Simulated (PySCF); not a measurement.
# N2H3 (hydrazinyl radical): levels of theory compared

We compute a comparison of 6 runs (UHF/STO-3G, UHF/3-21G, UB3LYP/6-31G*, U-wB97M-V/def2-TZVP, U-wB97X/def2-TZVP, UBHLYP/def2-TZVP) of N2H3 (hydrazinyl radical). The job is set up through a Python script.

The results are computed with PySCF 2.14.0.

4 further runs of the same task are left out: 4 set aside as unsound or not needed.

**1. The molecule**

The species is N2H3 (5 atoms), meant as a doublet with charge 0. SMILES: `[NH]N`. The N1–N2 distance was set to 1.739 Å, away from the relaxed value.

Bond lengths: N1–H3 1.021 Å, N2–H4 1.008 Å, N2–H5 1.012 Å. Angles: H4–N2–H5 114.6°. A long bond or contact: N1–N2 1.739 Å.

**2. A single-point energy at UHF/STO-3G (run 1)**

Contents of start.xyz:

```xyz
5
H3N2
N     -0.205284    -1.134179     0.700811
N     -0.128660     0.235610    -0.368450
H      0.742156    -1.267579     1.058041
H     -1.030950     0.592300    -0.640030
H      0.587360     0.941580    -0.256830
```

Contents of calc.py:

```python
from pyscf import gto, scf

mol = gto.M(
    atom='start.xyz',
    verbose=3,
    max_memory=1860,
    basis='sto-3g',
    charge=0,
    spin=1,
)

hf = scf.UHF(mol)
hf.conv_tol = 1e-10
hf.kernel()
if not hf.converged:
    hf = hf.newton().run(hf.mo_coeff, hf.mo_occ)

etot = hf.e_tot
print(f'total energy: {etot:.8f} hartree')
```

Command:

```
$ OMP_NUM_THREADS=1 python calc.py
```

Standard output:

```text
converged SCF energy = -109.085425138265  <S^2> = 0.98406805  2S+1 = 2.2217723
total energy: -109.08542514 hartree
```

Run time: 0.5 s. Hardware: 1 thread of Arm Neoverse V2, shared host; peak memory 0.099 GiB.

**3. The energy at UHF/3-21G (run 2)**

Contents of job.py:

```python
from pyscf import gto

mol = gto.M(
    atom='''
N     -0.205284    -1.134179     0.700811
N     -0.128660     0.235610    -0.368450
H      0.742156    -1.267579     1.058041
H     -1.030950     0.592300    -0.640030
H      0.587360     0.941580    -0.256830
''',
    basis='3-21g',
    charge=0,
    max_memory=1860,
    spin=1,
    verbose=4,
)

calc0 = mol.UHF()
calc0.conv_tol = 1e-10
calc0.kernel()
if not calc0.converged:
    calc0 = calc0.newton().run(calc0.mo_coeff, calc0.mo_occ)

etot = calc0.e_tot
print('E = %.10f Eh' % etot)
```

Command:

```
$ OMP_NUM_THREADS=1 python job.py
```

Standard output:

```text
PySCF version 2.14.0

[INPUT] num. atoms = 5
[INPUT] num. electrons = 17
[INPUT] charge = 0
[INPUT] spin (= nelec alpha-beta = 2S) = 1
[INPUT] symmetry False subgroup None
[INPUT] Mole.unit = angstrom
[INPUT] Symbol           X                Y                Z      unit          X                Y                Z       unit  Magmom
[INPUT]  1 N     -0.205284000000  -1.134179000000   0.700811000000 AA   -0.387930537755  -2.143287686233   1.324340855083 Bohr   0.0
[INPUT]  2 N     -0.128660000000   0.235610000000  -0.368450000000 AA   -0.243132163187   0.445238372209  -0.696269590596 Bohr   0.0
[INPUT]  3 H      0.742156000000  -1.267579000000   1.058041000000 AA    1.402471581703  -2.395377151250   1.999407718561 Bohr   0.0
[INPUT]  4 H     -1.030950000000   0.592300000000  -0.640030000000 AA   -1.948213148120   1.119284783580  -1.209481411505 Bohr   0.0
[INPUT]  5 H      0.587360000000   0.941580000000  -0.256830000000 AA    1.109949536525   1.779328324368  -0.485338360572 Bohr   0.0

[... 108 lines left out ...]
converged SCF energy = -109.902550519964  <S^2> = 0.9002233  2S+1 = 2.1449693
E = -109.9025505200 Eh
```

Wall time 0.6 s (1 thread of Arm Neoverse V2, shared host); peak memory 0.12 GiB.

Runs 3 to 5 aren't shown in full; the table further down has their settings and results.

**4. A single-point energy at UBHLYP/def2-TZVP (run 6)**

Contents of input.py:

```python
from pyscf import gto, dft

mol = gto.M(
    atom='''
N       -0.205284      -1.134179       0.700811
N       -0.128660       0.235610      -0.368450
H        0.742156      -1.267579       1.058041
H       -1.030950       0.592300      -0.640030
H        0.587360       0.941580      -0.256830
''',
    spin=1,
    basis='def2-tzvp',
    verbose=3,
    charge=0,
    max_memory=1860,
)

myscf = dft.UKS(mol, xc='bhandhlyp')
myscf.conv_tol = 1e-10
myscf.grids.level = 5
myscf.kernel()
if not myscf.converged:
    myscf = myscf.newton().run(myscf.mo_coeff, myscf.mo_occ)

etot = myscf.e_tot
print('E = %.10f Eh' % etot)
```

Command:

```
$ OMP_NUM_THREADS=1 python input.py
```

Standard output:

```text
converged SCF energy = -111.140368914102  <S^2> = 0.75950656  2S+1 = 2.0094841
E = -111.1403689141 Eh
```

Wall time 18 s (1 thread of Arm Neoverse V2, shared host); peak memory 0.39 GiB.

**5. All runs side by side**

```csv
run,level,integration grid,nlc grid,energy (Eh),dipole moment (D),HOMO energy (eV),LUMO energy (eV),wall time
1,UHF/STO-3G,–,–,-109.085425,1.79,-8.08,8.89,0.5 s
2,UHF/3-21G,–,–,-109.902551,2.20,-10.04,5.08,0.6 s
3,UB3LYP/6-31G* (spherical functions),5,–,-111.159028,2.15,-6.32,-2.09,6 s
4,U-wB97M-V/def2-TZVP,5,1,-111.161939,2.03,-9.34,-0.07,62 s
5,U-wB97X/def2-TZVP,5,–,-111.175749,2.05,-9.53,0.07,21 s
6,UBHLYP/def2-TZVP,5,–,-111.140369,1.96,-8.55,-0.74,18 s
```

**6. Outcome**

| quantity | value |
| --- | --- |
| run 6: total energy | -111.14037 Eh |
| run 6: dipole moment | 1.96 D |
| run 6: HOMO energy (highest over α and β) | -8.55 eV |
| run 6: LUMO energy (lowest over α and β) | -0.74 eV |
| run 6: ⟨S²⟩ | 0.760 |

What this shows: The dipole moment (its size) runs from 1.79 D (UHF/STO-3G) to 2.20 D (UHF/3-21G). Totals of different functionals can't be ranked against each other. In run 1 the basis is minimal, so the values are rough. Spin contamination of the reference: run 1 ⟨S²⟩ = 0.98, run 2 ⟨S²⟩ = 0.90. All runs together took 1.8 min, the longest 62 s.
